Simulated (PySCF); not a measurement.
Compound: C3H5NO.
Numbering: `[CH3:1]/[N:2]=[CH:3]/[CH:4]=[O:5]` (hydrogens: H6, H7, H8 on C1; H9 on C3; H10 on C4)

The calculation used PySCF, TDDFT PBE0/def2-SVPD, vertical, gas phase, core orbitals frozen in the response. One conformer (not necessarily the lowest) at the GFN2-xTB geometry, without solvent, vibrations or thermal averaging. Torsions of this conformer, `[CH3:1]/[N:2]=[CH:3]/[CH:4]=[O:5]`: N2–C3–C4–O5 180°.

Question: Predict the UV-vis stick spectrum at this level.

Answer: 

```csv
state,λ (nm),E (eV),f,|μ| (D),symmetry,"main configurations (H = HOMO, L = LUMO)"
S1,366.2,3.39,0.0000,0.04,–,H→L (95%)
S2,301.5,4.11,0.0011,0.26,–,H-1→L (95%)
S3,188.7,6.57,0.488,4.43,A′,H-2→L (94%)
S4,183.4,6.76,0.0001,0.05,–,H→L+2 (94%)
S5,167.2,7.42,0.021,0.86,A′,H→L+1 (90%)
S6,165.3,7.50,0.0002,0.08,–,H-1→L+2 (88%)
S7,157.7,7.86,0.078,1.61,A′,H→L+3 (81%)
S8,156.1,7.94,0.0041,0.37,A″,H-3→L (88%)
```

Triplets (Tamm–Dancoff): T1 2.78 eV, H→L (96%); T2 3.39 eV, H-1→L (93%); T3 4.04 eV, H-2→L (92%).

The lowest singlet lies at 3.39 eV (366 nm, ultraviolet) and is dark (f under 0.0005); its leading configuration is HOMO→LUMO (95%). The most intense listed level is S3 at 6.57 eV (189 nm, f = 0.488), 3.19 eV above S1. Löwdin shares by element: HOMO oxygen 40%, carbon 25% or more, nitrogen 20% (atoms not listed hold the other 16%); LUMO carbon 39% or more, nitrogen 27%, oxygen 24%. The listed states span 4.55 eV, and the widest gap between neighbours is 2.46 eV (S2 to S3). The oscillator strengths of these states sum to 0.592; summed over the whole spectrum of an exact calculation they would give the number of electrons, 38 (Thomas–Reiche–Kuhn). Of the 8 states listed, 3 reach f = 0.01 and 3 stay under 0.0005. No computed singlet lies in the visible range (380 to 750 nm); the lowest, at 366 nm, stands 0.12 eV above its violet end (3.26 eV); a Tamm–Dancoff triplet lies at 446 nm, without intensity as long as spin–orbit coupling is left out. Symmetry labels in Cs follow from the direction of the transition dipole and are given only for states with f of 0.002 or more. The window holds the lowest 8 singlets.

The run took 11 s wall on one thread of an Arm Neoverse V1, shared host.
